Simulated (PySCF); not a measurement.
Delta-SCF ions had no search for a lower state. Excitations are Tamm–Dancoff values on a coarser integration grid. The basis has no diffuse functions, so Rydberg states are missing or too high.

C$_{2}$H$_{6}$O, SMILES `COC` (charge 0, multiplicity 1)

Method: PBE0-D4/def2-TZVP // PBE0-D4/def2-SVP (PySCF).

```yaml
HOMO: -7.43 eV
dipole_moment: 1.16 D
HOMO–LUMO gap: 8.81 eV
LUMO: 1.38 eV
S1 excitation (TDA): 7.40 eV
S1 oscillator strength: 0.067
brightest of the four lowest singlets (TDA): 7.40 eV
T1 excitation (TDA): 7.09 eV
S1–T1 gap (TDA): 0.31 eV
vertical ionisation energy (Delta-SCF): 9.90 eV
total_energy: -4215.20 eV
cost: about 60 core-seconds (a rough figure)
```

Bonds (Å): C1–O2 1.391, C1–H4 1.110, C1–H5 1.110, C1–H6 1.099, O2–C3 1.391, C3–H7 1.099, C3–H8 1.110, C3–H9 1.110. Bond angles (°): O2–C1–H4 112.2, O2–C1–H5 112.2, O2–C1–H6 108.1, H4–C1–H5 107.5, H4–C1–H6 108.3, H5–C1–H6 108.3, C1–O2–C3 113.1, O2–C3–H7 108.1, O2–C3–H8 112.2, O2–C3–H9 112.2, H7–C3–H8 108.3, H7–C3–H9 108.3, H8–C3–H9 107.5.
Charge 0, spin multiplicity 1.
